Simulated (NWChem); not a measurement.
# One shape, several levels: BN2H5 (SMILES NBN)

We compute a comparison of 6 runs (HF/STO-3G, HF/6-311+G**, B2PLYP/STO-3G, B3LYP/6-31G*, PBE0/def2-SVP, MP2/6-311+G**) of BN2H5. 

Program for the calculation: NWChem 7.3.0.

1 further run of the same task is left out (set aside as unsound or not needed).

## 1. The structure to begin with

BN2H5 has 8 atoms, charge 0, and is taken as a singlet. SMILES: `NBN`. The shape is that of a PBE0-D4/def2-TZVP optimisation.

Bond lengths: N1–B2 1.409 Å, B2–N3 1.409 Å, N1–H4 1.005 Å, N1–H5 1.002 Å, B2–H6 1.200 Å, N3–H7 1.003 Å, N3–H8 1.005 Å. Angles: N1–B2–N3 122.9°, N1–B2–H6 118.5°, N3–B2–H6 118.5°, B2–N1–H4 124.5°, B2–N1–H5 121.9°, B2–N3–H7 121.9°, B2–N3–H8 124.5°, H4–N1–H5 113.6°, H7–N3–H8 113.6°.

## 2. Energy and forces at HF/STO-3G (run 1)

run.py

```python
from ase import Atoms
from ase.calculators.nwchem import NWChem

atoms = Atoms(['N', 'B', 'N', 'H', 'H', 'H', 'H', 'H'], positions=[
    [-0.971000, 0.516500, -0.581100],
    [0.194200, 0.386600, 0.200500],
    [0.848200, -0.845200, 0.401400],
    [-1.426800, -0.244500, -1.053400],
    [-1.423900, 1.400900, -0.713700],
    [0.649700, 1.368600, 0.718000],
    [1.676700, -0.919800, 0.960900],
    [0.545000, -1.720300, 0.011600],
])

calc = NWChem(
    label='run',
    theory='scf',
    memory='2200 mb',
    basis='STO-3G',
    basispar='spherical bse',
    scf={'nopen': '0', 'rhf': None, 'thresh': '1e-08', 'maxiter': '80'},
)
atoms.calc = calc

forces = atoms.get_forces()
print("Total energy (eV):", round(atoms.get_potential_energy(), 6))
print("forces (eV/A):")
for s, f in zip(atoms.symbols, forces):
    print(f"{s:2s} {f[0]:10.5f} {f[1]:10.5f} {f[2]:10.5f}")
print("dipole (e A):", atoms.get_dipole_moment().round(4))
```

The run is started by

```bash
$ export ASE_NWCHEM_COMMAND="nwchem PREFIX.nwi > PREFIX.nwo"
$ python run.py
```

The log of the run:

```text
Total energy (eV): -3668.995117
forces (eV/A):
N     1.15880   -0.20816    0.76100
B     0.29578    0.64072    0.33697
N    -0.69739    1.19381   -0.23891
H    -0.30138   -0.46151   -0.30375
H    -0.38716    0.58508   -0.14851
H    -0.48080   -1.03713   -0.54646
H     0.58637   -0.14696    0.37662
H    -0.17417   -0.56585   -0.23690
dipole (e A): [-0.0923 -0.1989 -0.1047]
```

The calculator wrote run.nwi:

```
title "run"

permanent_dir run

scratch_dir run

start run

geometry units angstrom nocenter noautosym noautoz
  N  -9.7099999999999997e-01 5.1649999999999996e-01 -5.8109999999999995e-01
  B  1.9420000000000001e-01 3.8660000000000000e-01 2.0050000000000001e-01
  N  8.4819999999999995e-01 -8.4519999999999995e-01 4.0139999999999998e-01
  H  -1.4268000000000001e+00 -2.4450000000000000e-01 -1.0533999999999999e+00
  H  -1.4238999999999999e+00 1.4009000000000000e+00 -7.1370000000000000e-01
  H  6.4970000000000006e-01 1.3686000000000000e+00 7.1799999999999997e-01
  H  1.6767000000000001e+00 -9.1979999999999995e-01 9.6089999999999998e-01
  H  5.4500000000000004e-01 -1.7202999999999999e+00 1.1599999999999999e-02
end

memory 2200 mb

basis spherical bse noprint
   * library STO-3G
end

scf
  nopen 0
  rhf
  thresh 1e-08
  maxiter 80
end

task scf gradient
```

run.nwo:

```text
Northwest Computational Chemistry Package (NWChem) 7.3.0
             --------------------------------------------------------

           Job information
           ---------------

    nwchem branch   = 7.3.0
    use scalapack   = T
    input           = run.nwi
    prefix          = run.
    data base       = run/run.db
    status          = startup
    nproc           =        1

           Memory information
           ------------------

    heap     =     72089596 doubles =      550.0 Mbytes
    stack    =     72089601 doubles =      550.0 Mbytes
    global   =    144179200 doubles =     1100.0 Mbytes (distinct from heap & stack)
    total    =    288358397 doubles =     2200.0 Mbytes
    verify   = yes
    hardfail = no

[... 133 lines left out ...]
 Convergence threshold     :          1.000E-08
[... 12 lines left out ...]
       Final RHF  results
[... 3 lines left out ...]
      One-electron energy =   -320.232254997713
[... 1 line left out ...]
 Nuclear repulsion energy =     68.852599803019
[... 28 lines left out ...]
                       ROHF Final Molecular Orbital Analysis
[... 185 lines left out ...]
                         RHF ENERGY GRADIENTS

    atom               coordinates                        gradient
                 x          y          z           x          y          z
   1 N      -1.834924   0.976043  -1.098120   -0.022535   0.004048  -0.014799
   2 B       0.366985   0.730568   0.378890   -0.005752  -0.012460  -0.006553
   3 N       1.602866  -1.597196   0.758536    0.013562  -0.023216   0.004646
[... 4 lines of this table left out ...]
   8 H       1.029901  -3.250896   0.021921    0.003387   0.011004   0.004607

                 ----------------------------------------
                 |  Time  |  1-e(secs)   |  2-e(secs)   |
                 ----------------------------------------
                 |  CPU   |       0.00   |       0.07   |
                 ----------------------------------------
                 |  WALL  |       0.00   |       0.07   |
                 ----------------------------------------

 Task  times  cpu:        0.6s     wall:        0.6s
 Total times  cpu:        0.6s     wall:        0.6s
```

Wall time 1.7 s (1 thread of Intel Xeon Platinum 8375C at 2.90GHz (Ice Lake), shared host); peak memory 0.1 GiB.

## 3. Energy and forces at HF/6-311+G(d,p) (run 2)

bh5n2.nw

```
start bh5n2
memory 2200 mb
charge 0

geometry units angstrom noautosym nocenter noautoz
 N    -0.971000    0.516500   -0.581100
 B     0.194200    0.386600    0.200500
 N     0.848200   -0.845200    0.401400
 H    -1.426800   -0.244500   -1.053400
 H    -1.423900    1.400900   -0.713700
 H     0.649700    1.368600    0.718000
 H     1.676700   -0.919800    0.960900
 H     0.545000   -1.720300    0.011600
end

basis spherical bse
 * library 6-311+G**
end

scf
 thresh 1e-08
 maxiter 80
end

task scf gradient
```

The run is started by

```bash
$ nwchem bh5n2.nw > bh5n2.out
```

The log of the run:

```text
[...]
  functions       =    96
[...]
  wavefunction    = RHF
[...]
         Total SCF energy =   -136.622314202752
      One-electron energy =   -321.164647697076
      Two-electron energy =    115.689733691305
 Nuclear repulsion energy =     68.852599803019
        Time for solution =     12.7s
[...]
                         RHF ENERGY GRADIENTS
    atom               coordinates                        gradient
                 x          y          z           x          y          z
   1 N      -1.834924   0.976043  -1.098120    0.011790  -0.001564   0.007856
   2 B       0.366985   0.730568   0.378890   -0.001707  -0.003725  -0.001953
   3 N       1.602866  -1.597196   0.758536   -0.006895   0.012238  -0.002274
   4 H      -2.696261  -0.462038  -1.990637   -0.005060  -0.008129  -0.005178
   5 H      -2.690781   2.647317  -1.348697   -0.004552   0.009183  -0.001271
   6 H       1.227755   2.586279   1.356823    0.000948   0.002052   0.001080
   7 H       3.168504  -1.738170   1.815838    0.008588  -0.000602   0.005836
   8 H       1.029901  -3.250896   0.021921   -0.003112  -0.009454  -0.004097
[...]
```

It took 17 s on 1 thread of Intel Xeon Platinum 8375C at 2.90GHz (Ice Lake), shared host; peak memory 0.11 GiB.

Runs 3 to 5 aren't shown in full; the table further down has their settings and results.

## 4. Energy and forces at MP2/6-311+G(d,p) (run 6)

mol.nw

```
start mol
memory total 2200 mb
charge 0

geometry units angstroms noautosym nocenter noautoz
   N    -0.971000    0.516500   -0.581100
   B     0.194200    0.386600    0.200500
   N     0.848200   -0.845200    0.401400
   H    -1.426800   -0.244500   -1.053400
   H    -1.423900    1.400900   -0.713700
   H     0.649700    1.368600    0.718000
   H     1.676700   -0.919800    0.960900
   H     0.545000   -1.720300    0.011600
end

basis spherical bse
   * library 6-311+G**
end

scf
   singlet
   rhf
   thresh 1e-08
   maxiter 80
end

mp2
   freeze core 3
   tight
end

task mp2 gradient
```

The run is started by

```bash
$ nwchem mol.nw > mol.out
```

The log of the run:

```text
[...]
  functions       =    96
[...]
  wavefunction    = RHF
[...]
         Total SCF energy =   -136.622314202752
      One-electron energy =   -321.164647697076
      Two-electron energy =    115.689733691305
 Nuclear repulsion energy =     68.852599803019
        Time for solution =     12.7s
[...]
          Total MP2 energy          -137.083121943770
[...]
                         mp2 ENERGY GRADIENTS
    atom               coordinates                        gradient
                 x          y          z           x          y          z
   1 N      -1.834924   0.976043  -1.098120    0.004297   0.000214   0.003026
   2 B       0.366985   0.730568   0.378890   -0.003745  -0.008119  -0.004270
   3 N       1.602866  -1.597196   0.758536   -0.002041   0.004777  -0.000434
   4 H      -2.696261  -0.462038  -1.990637    0.000981   0.002018   0.001094
   5 H      -2.690781   2.647317  -1.348697    0.001058  -0.002583   0.000205
   6 H       1.227755   2.586279   1.356823    0.000733   0.001589   0.000837
   7 H       3.168504  -1.738170   1.815838   -0.002232  -0.000072  -0.001563
   8 H       1.029901  -3.250896   0.021921    0.000950   0.002175   0.001105
[...]
```

Run time: 34 s. Hardware: 1 thread of Intel Xeon Platinum 8375C at 2.90GHz (Ice Lake), shared host; peak memory 0.28 GiB.

## 5. Overview of the runs

| run | level | task | iteration cap | energy (Eh) | dipole moment (D) | HOMO energy (eV) | LUMO energy (eV) | wall time |
| --- | --- | --- | --- | --- | --- | --- | --- | --- |
| 1 | HF/STO-3G | gradient | 80 | -134.833085 | 1.17 | -8.11 | 10.93 | 1.7 s |
| 2 | HF/6-311+G** | gradient | 80 | -136.622314 | 1.22 | -10.29 | 1.51 | 17 s |
| 3 | B2PLYP/STO-3G | energy | 100 | -135.427813 | 1.35 | – | – | 5.7 s |
| 4 | B3LYP/6-31G* (Cartesian functions) | gradient | 100 | -137.438562 | 1.49 | -6.11 | 2.40 | 20 s |
| 5 | PBE0/def2-SVP | gradient | 100 | -137.176674 | 1.54 | -6.58 | 2.05 | 24 s |
| 6 | MP2/6-311+G** | gradient | 80 | -137.083122 | 1.33 | -10.29 | 1.51 | 34 s |

## 6. What came out

| quantity | value |
| --- | --- |
| run 6: total energy | -137.08312 Eh |
| run 6: dipole moment (of the density that the program reports) | 1.33 D |
| run 6: HOMO energy (Hartree–Fock orbitals) | -10.29 eV |
| run 6: LUMO energy (Hartree–Fock orbitals) | 1.51 eV |
| run 6: HOMO–LUMO gap (Hartree–Fock orbitals) | 11.80 eV |
| run 6: correlation energy (3 core orbitals frozen) | -460.8 mEh |
| run 6: largest force on an atom | 0.510 eV/Å |

In words: The dipole moment (its size) runs from 1.17 D (HF/STO-3G) to 1.54 D (PBE0/def2-SVP). The two ends differ in method and basis. Over runs 1, 2, 4, 5 the HOMO–LUMO gap runs from 8.51 eV (B3LYP/6-31G*) to 19.04 eV (HF/STO-3G). Totals of different functionals can't be ranked against each other. In runs 1, 3 the basis is minimal, so the values are rough. All runs together took 1.7 min, the longest 34 s.
